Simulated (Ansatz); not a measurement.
Ideal-gas functions of C2H3Cl2F (`CC(F)(Cl)Cl`) at 800 K and 1 bar, from an Ansatz frequency run at PBE0-D4/def2-TZVP.

Molar mass 116.95 g/mol, point group Cs (symmetry number 1), electronic degeneracy 1, moments of inertia 131.395, 199.114, 233.113 u Å². Harmonic wavenumbers (cm⁻¹, unscaled): 257, 267, 294, 377, 399, 438, 599, 751, 948, 1103, 1133, 1196, 1407, 1469, 1469, 3077, 3163, 3183.

Use S(trans) = R[1.5 ln M + 2.5 ln T − 1.1517]; rotational temperatures θ = 24.2544 K / I; S(rot) = R[ln(√π/σ · √(T³/θAθBθC)) + 1.5]; for each mode x = 1.438777 ν̃/T, S = R[x/(eˣ − 1) − ln(1 − e⁻ˣ)] and H = RT x/(eˣ − 1); 1 cm⁻¹ = 0.0119627 kJ/mol; R = 8.31446 J/(mol·K).

Problem. By hand: the entropy, in J/(mol·K).

Solution. Translation 188.8. Rotation: θ = 0.1846, 0.1218, 0.104 K, giving 125.8. Vibration, mode by mode: 14.80, 14.49, 13.71, 11.70, 11.25, 10.51, 8.09, 6.42, 4.82, 3.86, 3.70, 3.38, 2.51, 2.30, 2.30, 0.22, 0.19, 0.18, in all 114.4. Electronic 0.0. Sum 429.0 J/(mol·K).

Problem. By hand: H − E and G − E in kJ/mol, counted from the electronic energy.

Solution. Zero-point energy ½ × 21530 × 0.0119627 = 128.8; thermal vibration 49.0; translation, rotation and pV give 4 RT = 26.6. H − E = 204.4 kJ/mol, and G − E = 204.4 − 800 × 429.0/1000 = -138.8 kJ/mol.

Vibration gives 27 % of the entropy.
